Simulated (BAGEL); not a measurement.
**B3LYP/aug-cc-pVDZ (density fitting with qzvpp-jkfit) run of SiH3OF (SMILES O[SiH2]F)**

What is the energy change on altering one bond length of SiH3OF at B3LYP/aug-cc-pVDZ (density fitting with qzvpp-jkfit)? 

The results are computed with BAGEL 1.2.2.

5 further runs of the same task are left out: 3 that didn't finish, 2 set aside as unsound or not needed. Runs told in other sessions of the task aren't counted.

## 1. Starting point

SiH3OF has 6 atoms, charge 0, and is taken as a singlet. As SMILES, `O[SiH2]F`. The shape is that of a PBE0-D4/def2-TZVP optimisation. This is one conformer, not always the lowest.

Bond lengths: O1–Si2 1.630 Å, Si2–F3 1.596 Å, O1–H4 0.958 Å, Si2–H5 1.474 Å, Si2–H6 1.482 Å. Angles: O1–Si2–F3 111.0°, O1–Si2–H5 106.4°, O1–Si2–H6 111.7°, F3–Si2–H5 108.2°, F3–Si2–H6 106.0°, Si2–O1–H4 119.1°, H5–Si2–H6 113.7°.

## 2. The energy at B3LYP/aug-cc-pVDZ (density fitting with qzvpp-jkfit)

File job.json:

```json
{ "bagel": [

{
  "title": "molecule",
  "basis": "aug-cc-pvdz.json",
  "df_basis": "qzvpp-jkfit",
  "angstrom": "true",
  "geometry": [
    { "atom": "O", "xyz": [      -0.853500,      -0.209200,      -0.924100 ] },
    { "atom": "Si", "xyz": [       0.378300,      -0.009300,       0.123900 ] },
    { "atom": "F", "xyz": [       0.180800,      -0.922800,       1.417800 ] },
    { "atom": "H", "xyz": [      -1.714200,       0.150200,      -0.705600 ] },
    { "atom": "H", "xyz": [       1.595600,      -0.458500,      -0.575800 ] },
    { "atom": "H", "xyz": [       0.455100,       1.385600,       0.617600 ] }
  ]
},

{
  "title": "ks",
  "xc_func": "b3lyp"
},

{
  "title": "print",
  "file": "orbitals.molden",
  "orbitals": "true"
}

]}
```

The basis set aug-cc-pVDZ is read from a file made from the Basis Set Exchange's data (not shown).

The run is started by

```bash
$ BAGEL_NUM_THREADS=1 BAGEL job.json > job.out
```

Output:

```text
* using 1 threads per process

  ===============================================================
  ===============================================================

  *** Geometry ***

  { "atom" : "O", "xyz" : [     -1.612881,     -0.395331,     -1.746296 ] },
  { "atom" : "Si", "xyz" : [      0.714883,     -0.017574,      0.234137 ] },
  { "atom" : "F", "xyz" : [      0.341662,     -1.743839,      2.679254 ] },
  { "atom" : "H", "xyz" : [     -3.239369,      0.283837,     -1.333391 ] },
  { "atom" : "H", "xyz" : [      3.015247,     -0.866439,     -1.088104 ] },
  { "atom" : "H", "xyz" : [      0.860014,      2.618405,      1.167095 ] },

  Number of auxiliary basis functions:      336

  Since a DF basis is specified, we compute 2- and 3-index integrals:
    o Being stored without compression. Storage requirement is 0.027 GB

  Number of basis functions:      100
  Number of electrons      :       34

    * METHOD: MOLECULE                             0.10

  *** Kohn-Sham DFT ***

    * Removing 9389 points whose weight is below 1.00e-10
    * Grid points: 80047

  === Nuclear Repulsion ===
   119.5284298049

       - DIIS with orbital gradients will be used.

  === KS iteration (b3lyp / aug-cc-pvdz.json) ===
      0       -445.99699236          0.08992676           0.22
      1       -421.17914693          0.16981862           0.22
      2       -447.84049462          0.11572020           0.22
      3       -465.83396297          0.03133821           0.22
      4       -466.35369864          0.01647227           0.22
      5       -466.49779444          0.00229566           0.22
      6       -466.49948560          0.00077554           0.22
      7       -466.49961724          0.00051009           0.22
      8       -466.49977121          0.00008256           0.22
      9       -466.49977495          0.00001762           0.22
     10       -466.49977512          0.00000358           0.22
     11       -466.49977513          0.00000058           0.22
     12       -466.49977513          0.00000013           0.22
     13       -466.49977513          0.00000005           0.22
     14       -466.49977513          0.00000003           0.22
     15       -466.49977513          0.00000000           0.22
    * SCF iteration converged.

    * Permanent dipole moment:
           (    0.272403,    -0.546676,     0.137302) a.u.

    * METHOD: KS                                   3.84

    * METHOD: PRINT                                0.02

  ===============================================================
```

Wall time 4.2 s (1 thread of Arm Neoverse V2, shared host); peak memory 0.37 GiB.

## 3. The distorted shape, same level

File calc.json:

```json
{ "bagel" : [

{
  "title" : "molecule",
  "basis" : "aug-cc-pvdz.json",
  "df_basis" : "qzvpp-jkfit",
  "angstrom" : "true",
  "geometry" : [
    { "atom" : "O", "xyz" : [   -1.038240,   -0.239180,   -1.081274 ] },
    { "atom" : "Si", "xyz" : [    0.378300,   -0.009300,    0.123900 ] },
    { "atom" : "F", "xyz" : [    0.180800,   -0.922800,    1.417800 ] },
    { "atom" : "H", "xyz" : [   -1.898940,    0.120220,   -0.862774 ] },
    { "atom" : "H", "xyz" : [    1.595600,   -0.458500,   -0.575800 ] },
    { "atom" : "H", "xyz" : [    0.455100,    1.385600,    0.617600 ] }
  ]
},
{ "title" : "ks", "xc_func" : "b3lyp" },
{ "title" : "print", "file" : "orbitals.molden", "orbitals" : "true" }

]}
```

The basis set aug-cc-pVDZ is read from a file made from the Basis Set Exchange's data (not shown).

The run is started by

```bash
$ BAGEL_NUM_THREADS=1 BAGEL calc.json > calc.out
```

Output:

```text
* using 1 threads per process

  ===============================================================
  ===============================================================

  *** Geometry ***

  { "atom" : "O", "xyz" : [     -1.961989,     -0.451985,     -2.043312 ] },
  { "atom" : "Si", "xyz" : [      0.714883,     -0.017574,      0.234137 ] },
  { "atom" : "F", "xyz" : [      0.341662,     -1.743839,      2.679254 ] },
  { "atom" : "H", "xyz" : [     -3.588477,      0.227183,     -1.630407 ] },
  { "atom" : "H", "xyz" : [      3.015247,     -0.866439,     -1.088104 ] },
  { "atom" : "H", "xyz" : [      0.860014,      2.618405,      1.167095 ] },

  Number of auxiliary basis functions:      336

  Since a DF basis is specified, we compute 2- and 3-index integrals:
    o Being stored without compression. Storage requirement is 0.027 GB

  Number of basis functions:      100
  Number of electrons      :       34

    * METHOD: MOLECULE                             0.10

  *** Kohn-Sham DFT ***

    * Removing 9012 points whose weight is below 1.00e-10
    * Grid points: 80424

  === Nuclear Repulsion ===
   113.0742649330

       - DIIS with orbital gradients will be used.

  === KS iteration (b3lyp / aug-cc-pvdz.json) ===
      0       -447.66404261          0.08955125           0.22
      1       -429.04355724          0.12959045           0.22
      2       -447.66981738          0.13376851           0.22
      3       -463.79372780          0.05875965           0.22
      4       -465.66371335          0.03406468           0.22
      5       -465.84318300          0.03361967           0.22
      6       -466.44386068          0.00918748           0.22
      7       -466.46314137          0.00614502           0.22
      8       -466.48554891          0.00064229           0.23
      9       -466.48572787          0.00018092           0.23
     10       -466.48574556          0.00002139           0.23
     11       -466.48574574          0.00000365           0.23
     12       -466.48574574          0.00000218           0.23
     13       -466.48574575          0.00000029           0.23
     14       -466.48574575          0.00000009           0.23
     15       -466.48574575          0.00000001           0.23
     16       -466.48574575          0.00000001           0.22
    * SCF iteration converged.

    * Permanent dipole moment:
           (   -0.075579,    -0.583442,    -0.108757) a.u.

    * METHOD: KS                                   4.17

    * METHOD: PRINT                                0.02

  ===============================================================
```

It took 4.5 s on 1 thread of Arm Neoverse V2, shared host; peak memory 0.37 GiB.

## 4. What came out

Level: B3LYP/aug-cc-pVDZ (density fitting with qzvpp-jkfit).

| quantity | value |
| --- | --- |
| first shape: total energy | -466.49978 Eh |
| first shape: dipole moment | 1.59 D |
| first shape: HOMO energy | -9.14 eV |
| first shape: LUMO energy | -0.65 eV |
| first shape: HOMO–LUMO gap | 8.49 eV |
| distorted shape: total energy | -466.48575 Eh |
| distorted shape: dipole moment | 1.52 D |
| distorted shape: HOMO energy | -8.77 eV |
| distorted shape: LUMO energy | -0.77 eV |
| distorted shape: HOMO–LUMO gap | 7.99 eV |
| energy change with the O1–Si2 bond stretched from 1.630 to 1.874 Å | 0.382 eV |

With the O1–Si2 bond stretched from 1.630 to 1.874 Å the energy rises by 0.38 eV (36.8 kJ/mol). The first shape isn't relaxed at this level, so the change isn't measured from a minimum.
